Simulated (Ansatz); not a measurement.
# CH₄Si (triplet): wave-function methods side by side at distance C1–H5 along a hydrogen transfer = 1.197 Å, cc-pVDZ

How much of the correlation energy of CH₄Si (triplet) does each wave-function method recover here?

Method: cc-pVDZ, correlated electrons: outside noble gas; program: Ansatz 0.2.0, Gaussian basis.

Plan: UHF; CCSD(T) on ROHF; CCSD(T) on UHF; BCCD(T) on ROHF; CISD; CCSDT(Q) on ROHF; CCSDT(Q) on UHF; CASSCF and MRCISD+Q, 4 electrons in 4 orbitals; CASSCF and NEVPT2, 4 electrons in 4 orbitals.

### Step 1. The system

The geometry derives from fragments relaxed apart (PBE0/def2-TZVP) and kept rigid, so it is no stationary point. A hydrogen atom is moved between rigid fragments.

6 atoms, charge 0, spin multiplicity 3.

Atoms are counted from 1 here; the program's logs count them from 0.

Bond lengths: C1–H2 1.090 Å, C1–H3 1.090 Å, C1–H4 1.090 Å, C1–H5 1.197 Å, H5–Si6 1.709 Å. Angles: H2–C1–H3 109.5°, H2–C1–H4 109.5°, H2–C1–H5 109.5°, H3–C1–H4 109.5°, H3–C1–H5 109.5°, H4–C1–H5 109.5°, C1–H5–Si6 180.0°.

Coordinates:

```xyz
6

C    -1.8520    0.0000    0.0000
H    -2.2152    1.0273    0.0000
H    -2.2152   -0.5137    0.8897
H    -2.2152   -0.5137   -0.8897
H    -0.6550    0.0000    0.0000
Si    1.0540    0.0000    0.0000
```

In the tables R marks a restricted open-shell determinant and U an unrestricted one; 'pair' is the active space of 4 electrons in 4 orbitals; correlation energies count from the lowest restricted Hartree-Fock solution.

### Step 2. UHF

File in.yaml:

```yaml
crystal:
  periodic: [false, false, false]
  atoms:
    - {symbol: C, position_ang: [-1.851994, 0.000000, 0.000000]}
    - {symbol: H, position_ang: [-2.215199, 1.027301, 0.000000]}
    - {symbol: H, position_ang: [-2.215199, -0.513650, 0.889668]}
    - {symbol: H, position_ang: [-2.215199, -0.513650, -0.889669]}
    - {symbol: H, position_ang: [-0.654994, 0.000000, 0.000000]}
    - {symbol: Si, position_ang: [1.054006, 0.000000, 0.000000]}
basis:
  gaussian: {orbitals: cc-pVDZ}
magnetization: {spin_polarized: true, initial_magnetization: 2}
hamiltonian: {xc: hf}
output: {orbitals: {seedname: orbitals}}
```

Command:

```
ansatz run in.yaml --threads 1 --pin off --events-out ev --progress --plain --max-ram 2393MiB
```

The runs that follow: CCSD(T) on ROHF; CCSD(T) on UHF; BCCD(T) on ROHF; CISD; CCSDT(Q) on ROHF; CCSDT(Q) on UHF; CASSCF and MRCISD+Q, 4 electrons in 4 orbitals; CASSCF and NEVPT2, 4 electrons in 4 orbitals.

Before running them: what should the planned runs give, taken together? Wanted: correlation energy, UCCSDT(Q); RMP2 from UCCSDT(Q); UMP2 from UCCSDT(Q); RCCSD from UCCSDT(Q); RCCSD(T) from UCCSDT(Q); UCCSD(T) from UCCSDT(Q); RCCSDT(Q) from UCCSDT(Q); MRCISD+Q pair from UCCSDT(Q); T1 diagnostic.

As calculated:

```
                                      quantity                                                   value
                 correlation energy, UCCSDT(Q)                                              -7.3398 eV
                           RMP2 from UCCSDT(Q)                                           +127.1 kJ/mol
                           UMP2 from UCCSDT(Q)                                           +127.7 kJ/mol
                          RCCSD from UCCSDT(Q)                                            +20.7 kJ/mol
                       RCCSD(T) from UCCSDT(Q)                                             +3.3 kJ/mol
                       UCCSD(T) from UCCSDT(Q)                                             +3.3 kJ/mol
                      RCCSDT(Q) from UCCSDT(Q)                                              0.0 kJ/mol
                  MRCISD+Q pair from UCCSDT(Q)                                             +4.9 kJ/mol
levels of the table within 1 kcal/mol (43 meV)  RCCSD(T), UCCSD(T), BCCD(T), RCCSDT, UCCSDT, RCCSDT(Q)
                                 T1 diagnostic                                                   0.017
```

**Reading.** RCCSD(T) lands +3.3 kJ/mol from the yardstick (0.5 % of the correlation energy). These misses are within one basis, not against nature; the frozen cores of restricted and unrestricted runs differ, which can shift their rows.
